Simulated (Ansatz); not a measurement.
Ansatz (a program for electronic structure) input:

Ansatz 0.2 input:
```yaml
crystal:
  periodic: [false, false, false]
  atoms:
    - {symbol: C, position_ang: [0.00142096, 1.13473765, 0.05205231]}
    - {symbol: C, position_ang: [-0.00488943, -0.96688018, -0.04227254]}
    - {symbol: C, position_ang: [-1.08672499, 0.13105423, -0.00403912]}
    - {symbol: C, position_ang: [1.08358807, 0.12391776, 0.01007861]}
    - {symbol: H, position_ang: [0.00434901, 2.20226070, 0.13622257]}
    - {symbol: H, position_ang: [-0.00097039, -1.56432595, -0.95099394]}
    - {symbol: H, position_ang: [-0.01260822, -1.63090737, 0.81898691]}
    - {symbol: H, position_ang: [-1.74997450, 0.10054539, 0.86763915]}
    - {symbol: H, position_ang: [-1.72765894, 0.17858871, -0.89152079]}
    - {symbol: H, position_ang: [1.73541848, 0.08899514, 0.89005251]}
    - {symbol: H, position_ang: [1.73609585, 0.16721942, -0.86915588]}
basis:
  gaussian:
    orbitals: def2-TZVP
hamiltonian:
  xc: b3lyp
  dispersion: d3bj
magnetization: {spin_polarized: true, initial_magnetization: 1}
relax: {f_tol: 0.002, max_steps: 150}
```

Problem. Which total energy does the run end on?

Solution. -156.61695 Eh (B3LYP-D3(BJ)/def2-TZVP). The basis has 166 functions.

It need not be the lowest isomer of its formula.
